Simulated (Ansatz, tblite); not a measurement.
# GaH2I: rung by rung

One table from this session's results is given with a row withheld; the runs are named, their logs left out.

Method: as each input shows; program: Ansatz 0.2.0, Gaussian basis.

Plan: GFN1-xTB, GFN2-xTB, PBE-D4/def2-TZVP, r2SCAN-D4/def2-TZVP, B97M-V/def2-TZVP, HF/def2-TZVP, BHLYP-D4/def2-TZVP, HSE06-D4/def2-TZVP, ωB97M-V/def2-TZVP, LC-ωPBE/def2-TZVP, revPBE-D4/def2-TZVP, PBE-D4/def2-SVP, PBE0-D4/def2-SVP, PBE0-D4/def2-TZVPD, PBE-D4/def2-TZVPD, r2SCAN-D4/def2-TZVPD, CCSD(T)/def2-TZVPP, MP2/def2-TZVP, RPA/def2-TZVP, CCSD(T)/def2-TZVPD.

1 further run of the same task is left out (set aside as unsound or not needed). Runs told in other sessions of the task aren't counted.

## The structure

The geometry is that of the singlet, from an earlier relaxation (PBE-D4/def2-TZVP).

4 atoms, charge 0, spin multiplicity 1.

Bond lengths: Ga1–H2 1.568 Å, Ga1–H3 1.568 Å, Ga1–I4 2.510 Å. Angles: H2–Ga1–H3 128.7°, H2–Ga1–I4 115.7°, H3–Ga1–I4 115.7°.

Geometry (Å):

```
Ga    0.1479    0.2472   -0.0008
H     1.7090    0.1045    0.0132
H    -0.7161    1.5552   -0.0202
I    -1.1408   -1.9069    0.0077
```

I takes a core potential in the def2 sets. No spin-orbit coupling is included.

PBE0-D4/def2-TZVP was run before; its log isn't repeated, and its numbers join the tables.

Set-up of the first run:

Tight binding, by tblite at 300 K electronic temperature and without a spin-polarisation term:

```python
tblite.interface.Calculator('GFN1-xTB', numbers, positions, charge=0, uhf=0).singlepoint()
```

Tight binding, by tblite at 300 K electronic temperature and without a spin-polarisation term:

```python
tblite.interface.Calculator('GFN2-xTB', numbers, positions, charge=0, uhf=0).singlepoint()
```

start.molden holds the orbitals of an earlier run on this state, given as this run's starting guess.

File in.yaml:

```yaml
crystal:
  periodic: [false, false, false]
  atoms:
    - {symbol: Ga, position_ang: [0.147883, 0.247212, -0.000818]}
    - {symbol: H, position_ang: [1.709028, 0.104481, 0.013246]}
    - {symbol: H, position_ang: [-0.716081, 1.555246, -0.020162]}
    - {symbol: I, position_ang: [-1.140830, -1.906930, 0.007734]}
basis:
  gaussian: {orbitals: def2-TZVP, initial_orbitals: start.molden}
hamiltonian: {xc: pbe, dispersion: d4}
scf: {omitted_lower_state_checks: [starts]}
output: {orbitals: {seedname: orbitals}}
```

Launch:

```sh
> ansatz run in.yaml --threads 4 --pin off --events-out ev --progress --plain --max-ram 3916MiB
```

Among the steps run: PBE-D4/def2-TZVP; r2SCAN-D4/def2-TZVP; B97M-V/def2-TZVP; HF/def2-TZVP; BHLYP-D4/def2-TZVP; HSE06-D4/def2-TZVP; ωB97M-V/def2-TZVP; LC-ωPBE/def2-TZVP; revPBE-D4/def2-TZVP; PBE-D4/def2-SVP; PBE0-D4/def2-SVP; PBE0-D4/def2-TZVPD; PBE-D4/def2-TZVPD; r2SCAN-D4/def2-TZVPD; CCSD(T)/def2-TZVPP; MP2/def2-TZVP; RPA/def2-TZVP; CCSD(T)/def2-TZVPD.

One table of the session follows, with a row left open; its other results are not shown here.

It belongs to the step «Levels side by side». 

| level | HOMO (eV) | LUMO (eV) | gap (eV) |
| --- | --- | --- | --- |
| HF/def2-TZVP | -9.95 | 0.73 | 10.68 |
| PBE-D4/def2-SVP | -6.26 | -2.75 | 3.51 |
| PBE-D4/def2-TZVP | -6.35 | -2.78 | 3.57 |
| PBE-D4/def2-TZVPD | -6.36 | -2.80 | 3.57 |
| revPBE-D4/def2-TZVP | -6.30 | -2.67 | 3.64 |
| r2SCAN-D4/def2-TZVP | -6.64 | -2.54 | 4.10 |
| r2SCAN-D4/def2-TZVPD | -6.63 | -2.54 | 4.10 |
| B97M-V/def2-TZVP | -6.67 | -2.72 | 3.94 |
| PBE0-D4/def2-SVP | -7.40 | -2.01 | 5.39 |
| PBE0-D4/def2-TZVP | -7.47 | -2.02 | 5.44 |
| PBE0-D4/def2-TZVPD | -7.47 | -2.03 | 5.44 |
| HSE06-D4/def2-TZVP | ? | ? | ? |
| BHLYP-D4/def2-TZVP | -8.41 | -1.29 | 7.13 |
| LC-ωPBE/def2-TZVP | -10.02 | 0.00 | 10.03 |
| ωB97M-V/def2-TZVP | -9.57 | -0.32 | 9.24 |

**Question.** Estimate the row for HSE06-D4/def2-TZVP.

As computed: HOMO (eV): -7.07; LUMO (eV): -2.39; gap (eV): 4.68. In the column «HOMO (eV)» it lies between PBE0-D4/def2-SVP (-7.40) and B97M-V/def2-TZVP (-6.67).
